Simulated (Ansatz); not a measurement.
Reaction (SMILES): [O]O (O-OH) → H atom + 2 O atom
B3LYP-D3(BJ)/def2-TZVP geometries, fixed; electronic energies without zero-point terms.

Effect of a fitting basis named in the input at HF/def2-TZVPP with Ansatz (a first-principles code), against the last row, where the atomisation energy is 71.11 kcal/mol. Open shells are unrestricted. The default fits or decomposes integrals by the program's own choice; accuracy: high also tightens integrals, grids and stops.

```
setting                        largest shift of a total energy (mEh)  shift of the atomisation energy (kcal/mol)
-----------------------------  -------------------------------------  ------------------------------------------
fitting: def2-SV(P)-JKFIT                                      0.046                                      -0.027
fitting: def2-universal-JKFIT                                  0.046                                      -0.027
fitting: cc-pVTZ-JKFIT                                         0.046                                      -0.025
fitting: cc-pVQZ-JKFIT                                         0.003                                      -0.001
fitting: cc-pV5Z-JKFIT                                        -0.002                                       0.002
accuracy: high                                                -0.004                                       0.002
accuracy: medium (default)                                     0.000                                       0.000
```

Within 0.02 kcal/mol in the atomisation energy: fitting: cc-pVQZ-JKFIT; fitting: cc-pV5Z-JKFIT; accuracy: high. The largest shift is 0.046 mEh in a total energy and 0.027 kcal/mol in the difference.
